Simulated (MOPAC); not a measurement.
MOPAC input (AM1):

```
AM1 PRECISE GNORM=0.05 LET XYZ CHARGE=-1 GEO-OK AUX(PRECISION=9) THREADS=1
HS

S    -0.00000000 1   -0.00000000 1   -0.07936290 1
H     0.00000000 1    0.00000000 1    1.26980637 1
```

Task: What heat of formation does the run end on?

Result: -11.87 kcal/mol.
